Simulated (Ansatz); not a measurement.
Z-matrix (Å, degrees):
```
Si
N 1 1.745
H 1 1.487 2 110.4
H 1 1.480 2 107.6 3 -120.5
H 1 1.487 2 110.4 3 119.0
B 2 1.399 1 126.7 3 120.4
H 2 1.011 1 116.7 3 -59.6
H 6 1.198 2 119.6 1 -180.0
H 6 1.198 2 119.0 1 0.0
```

Charge 0, multiplicity 1.

Q: List the CAM-B3LYP/def2-TZVPP orbital energies in eV (the Gaussian-basis code of Ansatz). (An estimate is asked.)

A: Computed: Occupied: -1801.30, -391.50, -185.36, -145.85, -101.19, -101.16, -101.16, -25.81, -17.25, -16.41, -13.93, -12.38, -11.94, -11.32, -10.38, -9.90. Lowest empty: 0.88, 1.17, 2.27, 2.45, 2.66, 2.67, 3.30, 4.38.
